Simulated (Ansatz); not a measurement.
# BPH4 (SMILES BP): the vertical ionisation energy, rung by rung

BPH4 has 6 atoms, charge 0, and is taken as a singlet. As SMILES, `BP`. The coordinates come from a GFN2-xTB relaxation.

```xyz
6

B     0.0027   -0.8680    0.1189
P     0.3787    0.9288    0.2596
H    -0.7775   -1.3512    0.8429
H     0.6592   -1.5409   -0.5759
H     0.5991    1.3191   -1.0437
H    -0.8623    1.5122    0.3982
```

Quantity: the vertical ionisation energy (to the doublet cation), in eV. The values are calculated.

```csv
level,kind,program,value (eV),less FCI/STO-3G
SVWN5/STO-3G,LDA,Ansatz,8.15,+1.29
PBE/STO-3G,GGA,Ansatz,8.12,+1.26
revPBE/STO-3G,GGA,Ansatz,8.10,+1.24
wB97M-V/STO-3G,range-separated hybrid,Ansatz,8.00,+1.14
wB97X/STO-3G,range-separated hybrid,Ansatz,7.96,+1.10
CCSD/STO-3G,coupled cluster or CI,Ansatz,6.84,-0.02
CCSDT(Q)/STO-3G,coupled cluster or CI,Ansatz,6.86,0.00
CCSDT/STO-3G,coupled cluster or CI,Ansatz,6.86,0.00
FCI/STO-3G,exact in the basis,Ansatz,6.86,0.00
```

FCI/STO-3G is exact within its basis and frozen core, so for wave-function methods in that basis the difference is their error; functionals converge differently with the basis, so for them it is only a difference. The values span 6.84 to 8.15 eV. All rows use very small basis sets, so none should be taken for the real molecule's value.
